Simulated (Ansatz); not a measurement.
All numbers were calculated with Ansatz.

A structure relaxed at PBE0-D4/def2-TZVP, charge 0, multiplicity 1:

```tsv
atom	x (Å)	y (Å)	z (Å)
F1	0.0581	-1.3233	0.8447
Si2	0.2257	-1.0124	-0.7321
S3	-0.0489	1.1243	-0.7212
H4	-0.2350	1.2115	0.6086
```

Give its formula and SMILES.

FHSSi, `F[Si]S`.

Point group (tolerance 0.08 Å, 0.16 Å for H)?

Cs.

Summarise the bond lengths by kind.

1 × F–Si 1.616 Å; 1 × S–Si 2.154 Å; 1 × H–S 1.346 Å.
